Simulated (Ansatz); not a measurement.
# H₃S+ (triplet): from Hartree-Fock to the top rungs at scale of all distances = 0.870, 6-31G

How much of the correlation energy of H₃S+ (triplet) does each wave-function method recover here?

Method: 6-31G, core rule «outside noble gas», up to 5 orbitals frozen; program: Ansatz 0.2.0, Gaussian basis.

To be run: UHF; CCSD(T) on ROHF; CCSD(T) on UHF; BCCD(T) on ROHF; CISD; CCSDT(Q) on ROHF; CCSDT(Q) on UHF; CISDTQ; CCSDTQ on ROHF; CCSDTQ on UHF; CASSCF and MRCISD+Q, 4 electrons in 4 orbitals; CASSCF and NEVPT2, 4 electrons in 4 orbitals; CASSCF and MRCISD+Q, 8 electrons in 7 orbitals; CASSCF and NEVPT2, 8 electrons in 7 orbitals; Full CI.

14 further runs of the same task are left out: 1 for a known fault of the program, 11 that didn't finish, 2 set aside as unsound or not needed.

**1. What is computed**

The geometry derives from a PBE0/def2-TZVP stationary point (not a proven minimum). All distances are scaled together.

4 atoms, charge 1, spin multiplicity 3.

Atoms are counted from 1 here; the program's logs count them from 0.

Bond lengths: S1–H2 1.181 Å, S1–H3 1.323 Å, S1–H4 1.323 Å. Angles: H2–S1–H3 89.9°, H2–S1–H4 89.9°, H3–S1–H4 179.9°.

**2. UHF**

The input, in.yaml:

```yaml
crystal:
  periodic: [false, false, false]
  atoms:
    - {symbol: S, position_ang: [0.000000, -0.034020, 0.000000]}
    - {symbol: H, position_ang: [0.000000, 1.146987, 0.000000]}
    - {symbol: H, position_ang: [0.000000, -0.032358, 1.322510]}
    - {symbol: H, position_ang: [0.000000, -0.032358, -1.322510]}
basis:
  gaussian: {orbitals: 6-31G}
total_charge: 1
magnetization: {spin_polarized: true, initial_magnetization: 2}
hamiltonian: {xc: hf}
output: {orbitals: {seedname: orbitals}}
```

Command:

```console
$ ansatz run in.yaml --threads 1 --pin off --events-out ev --progress --plain --max-ram 2393MiB
```

The runs that follow: CCSD(T) on ROHF; CCSD(T) on UHF; BCCD(T) on ROHF; CISD; CCSDT(Q) on ROHF; CCSDT(Q) on UHF; CISDTQ; CCSDTQ on ROHF; CCSDTQ on UHF; CASSCF and MRCISD+Q, 4 electrons in 4 orbitals; CASSCF and NEVPT2, 4 electrons in 4 orbitals; CASSCF and MRCISD+Q, 8 electrons in 7 orbitals; CASSCF and NEVPT2, 8 electrons in 7 orbitals; Full CI.

Q: Predict the results of all the runs planned. Wanted: FCI below the RHF energy; RMP2 from FCI; UMP2 from FCI; RCCSD from FCI; RCCSD(T) from FCI; UCCSD(T) from FCI; RCCSDT(Q) from FCI; UCCSDT(Q) from FCI; NEVPT2 pair from FCI.

The runs gave:

```
                         quantity                                                                                                                                        value
         FCI below the RHF energy                                                                                                                                   -1.9637 eV
                    RMP2 from FCI                                                                                                                              +11.27 kcal/mol
                    UMP2 from FCI                                                                                                                              +11.42 kcal/mol
                   RCCSD from FCI                                                                                                                               +0.51 kcal/mol
                RCCSD(T) from FCI                                                                                                                               +0.13 kcal/mol
                UCCSD(T) from FCI                                                                                                                               +0.12 kcal/mol
               RCCSDT(Q) from FCI                                                                                                                                0.00 kcal/mol
               UCCSDT(Q) from FCI                                                                                                                                0.00 kcal/mol
             NEVPT2 pair from FCI                                                                                                                               +6.93 kcal/mol
          NEVPT2 valence from FCI                                                                                                                               +3.87 kcal/mol
        MRCISD+Q valence from FCI                                                                                                                               +0.08 kcal/mol
levels within 1 kcal/mol (43 meV)  RCCSD, UCCSD, RCCSD(T), UCCSD(T), BCCD(T), RCCSDT, UCCSDT, CISDTQ, RCCSDT(Q), UCCSDT(Q), RCCSDTQ, UCCSDTQ, MRCISD valence, MRCISD+Q valence
                    T1 diagnostic                                                                                                                                        0.017
   effectively unpaired electrons                                                                                                                                         2.01
```

In words: RCCSD(T) misses by +0.13 kcal/mol, 0.3 % of the correlation energy. One determinant dominates. Of the multireference levels listed MRCISD+Q valence comes nearest in total energy (+0.08 kcal/mol), which doesn't show that its space is the better one. These misses are within one basis, not against nature; the frozen cores of restricted and unrestricted runs differ, which can shift their rows.
